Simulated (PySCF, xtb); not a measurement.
# Two conformers of BH3P2

We compare I, `B1PP1`, a singlet, with II, `B1PP1`, a singlet. Both are isolated molecules in the gas phase, relaxed with PBE-D3(BJ)/def2-SVP.

I (Å):

```xyz
6

B    -0.1665    0.0556   -0.8222
P    -1.6908   -0.7975   -0.1079
P    -1.5458    1.3401   -0.9175
H     1.0321   -0.0550   -0.8996
H    -1.1165   -0.7596    1.2203
H    -0.9214    2.1203    0.1298
```

II (Å):

```
atom    x (Å)    y (Å)    z (Å)
   B  -1.1865   0.2153  -0.9013
   P   0.2712  -0.5416   0.0534
   P  -0.9728   1.2950   0.6474
   H  -1.8516   0.0875  -1.8994
   H   1.2174   0.2612  -0.6881
   H  -1.9228   0.4901   1.3814
```

Q: Which of the two would you expect CCSD(T)/def2-TZVP electronic energies to favour?

A: CCSD(T)/def2-TZVP gives E(II) − E(I) = −0.42 kJ/mol, slightly favouring structure II, which is too small a margin to settle the true order.

How the difference moves with the method:

```json
{"level": "PBE-D3(BJ)/def2-SVP", "geometry": "PBE-D3(BJ)/def2-SVP", "E(II) − E(I) (kJ/mol)": "−0.23", "departure from the last row (kJ/mol)": "+0.19", "job, with rough time for the two": "optimisation, 58 s"}
{"level": "HF/def2-TZVP", "geometry": "PBE-D3(BJ)/def2-SVP", "E(II) − E(I) (kJ/mol)": "−3.02", "departure from the last row (kJ/mol)": "−2.60", "job, with rough time for the two": "part of the CCSD(T) run"}
{"level": "MP2/def2-TZVP", "geometry": "PBE-D3(BJ)/def2-SVP", "E(II) − E(I) (kJ/mol)": "+0.67", "departure from the last row (kJ/mol)": "+1.09", "job, with rough time for the two": "part of the CCSD(T) run"}
{"level": "CCSD(T)/def2-TZVP", "geometry": "PBE-D3(BJ)/def2-SVP", "E(II) − E(I) (kJ/mol)": "−0.42", "departure from the last row (kJ/mol)": "", "job, with rough time for the two": "single point, 50 s"}
```

The largest departure from CCSD(T)/def2-TZVP is that of HF/def2-TZVP, 2.60 kJ/mol. Levels run at GFN2-xTB geometries aren't shown.

With thermal terms from frequencies at re-optimised GFN2-xTB minima (ideal gas, soft modes damped towards free rotors, one conformer each, 298.15 K, 1 atm): on the last row, ΔE + ΔZPE = −0.30, ΔH = +0.07, ΔG = +0.96 kJ/mol.

The correlated steps freeze 11 core orbitals. Run with PySCF 2.14.0, xtb 6.7.1; the last row on 2 threads of Intel(R) Xeon(R) Platinum 8259CL CPU @ 2.50GHz (Skylake/Cascade Lake) on a shared host.
